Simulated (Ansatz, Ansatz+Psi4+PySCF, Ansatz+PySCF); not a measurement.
```xyz
8

C    -1.3692    0.4159    0.0204
S     0.0896   -0.5949   -0.0185
C     1.3343    0.5961    0.0423
H    -2.2252   -0.2571   -0.0254
H    -1.4060    0.9905    0.9458
H    -1.3921    1.0847   -0.8410
H     1.1426    1.6109   -0.2790
H     2.3474    0.2311    0.1275
```

Basis set: cc-pVTZ on H, C; cc-pV(T+d)Z on S (spherical functions). Correlated methods keep 7 orbitals frozen. Correlation on ROHF uses semicanonical orbitals with singles. Charge 0, multiplicity 2.

Computed with Ansatz (development build ahead of 0.2.0); each method stands on the lowest determinant of its kind that the runs found.

(1) Give the atomization energy at this shape (free ground-state atoms in the same class of orbitals less the molecule, no zero-point energy) of doublet C₂H₅S by ROHF-MP2, ROHF, UHF.

Results:

(1)

```json
{"method": "ROHF-MP2", "atomization energy": "28.30 eV"}
{"method": "ROHF", "atomization energy": "21.66 eV"}
{"method": "UHF", "atomization energy": "21.41 eV"}
```
